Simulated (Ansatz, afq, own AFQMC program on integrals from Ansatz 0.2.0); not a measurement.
Two steps: Ansatz 0.2.0 writes the Fock matrix and Cholesky factors of the valence space, and afq projects on them the lowest state that overlaps trial and start.

```yaml
crystal:
  periodic: [false, false, false]
  atoms:
    - {symbol: Br, position_ang: [0.000000, 0.000000, -1.508667]}
    - {symbol: H, position_ang: [0.000000, 0.000000, 0.259333]}
    - {symbol: O, position_ang: [0.000000, 0.000000, 1.249333]}
basis:
  gaussian: {orbitals: cc-pVTZ}
magnetization: {spin_polarized: true, initial_magnetization: 2}
correlation: {method: ccsd_t, electrons: outside_noble_gas, hamiltonian_folder: ham}
```

```sh
$ ansatz run in.yaml --threads 1 --pin off --events-out ev --progress --plain --max-ram 16896MiB --backend cuda --devices 0, --max-vram 18GiB
```

Options of the walk:

```
--method phaseless --trial cisd --walkers 2600 --populations 20 --least-time 60 --time-step 0.005 --steps-per-block 50 --equilibration-blocks 28 --max-blocks 4000 --target-error 0.00022 --factor-cut 1e-05 --start spin_pure --seed 1011 --release-times 0.24,0.51,0.99,1.62,2.4 --release-step 0.03 --release-every 3 --taylor-order 6
```

Times are imaginary, in 1/Eh. The walk had a cap of 245 s. With eight or more populations the least sampling time is a fifth of least-time, and the error comes from their spread. Filled inner d shells are frozen with the cores.

afq prints:

```
orbitals 72  electrons 8 6  factors 479 of 542
reference energy -2647.83232269 Eh
CCSD correlation -0.37739435 Eh in 13 cycles, weight of the determinant in the CISD state 0.8835
energy of the start -2648.208321 Eh
 block  time / (1/Eh)  mean weight  energy / Eh
     1     0.250  0.9997  -2648.205825
     2     0.500  1.0003  -2648.210602
     3     0.750  1.0004  -2648.214993
     4     1.000  1.0003  -2648.216824
     5     1.250  0.9997  -2648.218134
     8     2.000  0.9997  -2648.221270
    11     2.750  1.0000  -2648.221639
    14     3.500  1.0004  -2648.222491
    17     4.250  1.0005  -2648.222175
    20     5.000  1.0004  -2648.221564
    23     5.750  1.0005  -2648.221155
    26     6.500  0.9997  -2648.221944
    29     7.250  0.9997  -2648.222629
    32     8.000  1.0000  -2648.221475
    35     8.750  1.0004  -2648.221251
    38     9.500  0.9998  -2648.221809
    41    10.250  0.9995  -2648.222906
    44    11.000  1.0001  -2648.222228
    46    11.500  0.9998  -2648.220529
    47    11.750  0.9999  -2648.221786
    50    12.500  0.9998  -2648.222133
    53    13.250  0.9998  -2648.221958
    56    14.000  1.0004  -2648.221517
    59    14.750  1.0010  -2648.221588
    62    15.500  0.9999  -2648.221473
    65    16.250  1.0008  -2648.221489
    68    17.000  0.9997  -2648.222721
    71    17.750  0.9995  -2648.222619
    74    18.500  0.9995  -2648.223559
    77    19.250  1.0007  -2648.221793
    78    19.500  0.9995  -2648.222056
error from the spread of 20 populations
released: time / (1/Eh)  energy / Eh  error  mean overlap
  0.24  -2648.222265  0.000141  0.9997
  0.51  -2648.222494  0.000184  0.9928
  0.99  -2648.222597  0.000185  0.9933
  1.62  -2648.222271  0.000203  0.9891
  2.40  -2648.222823  0.000308  0.9638
energy -2648.221943 +/- 0.000148 Eh
(rows thinned)
```

The run passed its tests (sampling time, drift between the halves within three errors, error under three times the target), which doesn't prove that it has relaxed.

Against this walk (error 4.0 meV) on the same determinant: CCSD(T) 17.3 meV higher, CCSDT(Q) 22.6 meV lower. The error is statistical and leaves out the bias of the constraint. Released to 1.62 1/Eh the energy moves by -9 ± 7 meV (both errors), within twice the noise. CCSDT(Q) is the surest value here, so the walk's 23 meV above it is most likely the bias of the constraint with this trial, which can have either sign.

Cautions: constraint bias not in the error; no relativity below Rb; no spin-orbit coupling; inner d shell frozen; lower spins were not checked.

The walk took 85 s on 1 × NVIDIA H100 80GB HBM3 with 2 threads of AMD EPYC 7R13 Processor (Zen 3), on a shared host (the card was shared). The log's last line is the phaseless energy.

CCSDT and higher add their correlation energy to the determinant of the CCSD(T) run, since their own runs factorise the integrals more tightly (a shift of under 2 meV). A walk keeps the symmetry of its determinant, which the program's search chose and which needn't be the lowest solution, so a lower state of the same spin and another symmetry isn't excluded.
